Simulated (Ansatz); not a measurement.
in.yaml

```yaml
crystal:
  periodic: [false, false, false]
  atoms:
    - {symbol: Ge, position_ang: [0.000000, 0.000000, 0.000000]}
    - {symbol: F, position_ang: [0.000000, 0.000000, 5.631000]}
basis:
  gaussian: {orbitals: 6-31G, point_charges: [{charge: -0.50, position_ang: [4.667, 0.081, -0.189]}]}
total_charge: 1
magnetization: {spin_polarized: false}
correlation: {method: mp2, electrons: outside_noble_gas}
output: {forces: true}
```

```sh
$ ansatz run in.yaml --threads 1 --pin off --events-out ev --progress --plain --max-ram 2393MiB
```

Output:

```
325 factors; integrals over basis functions are off by at most 6.2e-4 eV
mean field evaluation 1: about -59143.0709 eV, gradient 7.6e1 eV
mean field evaluation 2: about -59143.0828 eV, gradient 7.6e1 eV
mean field evaluation 4: about -59143.4325 eV, gradient 7.5e1 eV
mean field evaluation 8: about -59144.2154 eV, gradient 6.9e1 eV
mean field evaluation 16: about -59154.3392 eV, gradient 7.9e-3 eV
mean field evaluation 32: about -59154.3392 eV, gradient 5.0e-2 eV
mean field evaluation 64: about -59154.1241 eV, gradient 4.7e0 eV
mean field evaluation 96: about -59154.2962 eV, gradient 1.4e-1 eV
mean field evaluation 128: about -59154.2679 eV, gradient 1.2e-1 eV
mean field evaluation 160: about -59150.9518 eV, gradient 1.8e1 eV
mean field -59154.33921515 eV, -2173.8818699055 hartree, gradient 1.3e-6 eV, S^2 0.000000; 10 other end points of the search recorded, 0 dependent functions left out; unrestricted orbitals would lower it
mean field evaluation 192: about -59161.3115 eV, gradient 5.2e-2 eV
unrestricted determinant -59161.32244705 eV, -2174.1384989445 hartree, S^2 1.0012
15 core orbitals not correlated: weight in the atoms' cores, before any rotation towards them, 1.000 or more for the frozen orbitals, at most 0.000 for the correlated occupied ones
reference -59154.33921515 eV, -2173.8818699055 hartree; 5, 5 occupied and 18, 18 virtual orbitals, 325 factors
second order -12.43066894 eV of doubles, -0.00000000 eV of singles
the calculation of the forces begins
Total energy: -59166.76988409 eV, -2174.3386885634 hartree
Atom 0 at     0.000000     0.000000     0.000000 Å, force     0.175607     0.003048    -2.404842 eV/Å
Atom 1 at     0.000000     0.000000     5.631000 Å, force     0.045552     0.000791     2.340925 eV/Å
Dipole moment:     0.051031     0.000886     2.074497 e Å
```

Forces (eV/Å):
```
Ge   0.176  0.003 -2.405
F    0.046  0.001  2.341
```

Ran on 1 thread of Intel Xeon Platinum 8259CL, shared host: 2.2 s wall, 0.21 GiB peak host memory.
